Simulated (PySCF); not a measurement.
Phosphaethyne, CHP.
Cartesian coordinates in Å at the PBE0-D3(BJ)/def2-SVP level; atoms count from 1:
```xyz
3
CHP angstrom
C     -0.147    0.050   -0.013
P      1.378    0.244    0.077
H     -1.220   -0.086   -0.077
```

Method: PBE0-D3(BJ)/def2-SVP geometry optimisation, gas phase in PySCF 2.14.0.

Masses are those of the commonest isotopes; rigid-rotor values at the optimised geometry. 

Problem. What are the moment of inertia and the rotational constant?

Solution. I = 25.262 u·Å², B = 505379 MHz·u·Å²/I = 20005 MHz (0.6673 cm⁻¹, or 0.960 K as hB/k).

Problem. List the first levels of a rigid rotor in a Σ state.

Solution. E(J) = BJ(J+1): J = 1: 1.335, J = 2: 4.004, J = 3: 8.008, J = 4: 13.346, J = 5: 20.019, J = 6: 28.027 cm⁻¹.

Problem. Where do the first rotational lines fall?

Solution. The dipole is 0.51 D; J+1 ← J lies at 2B(J+1): 1 ← 0 at 40.01 GHz, 2 ← 1 at 80.02 GHz, 3 ← 2 at 120.03 GHz, 4 ← 3 at 160.04 GHz, 5 ← 4 at 200.05 GHz, 6 ← 5 at 240.07 GHz.

No frequency check. Zero-point vibration and centrifugal distortion are left out.
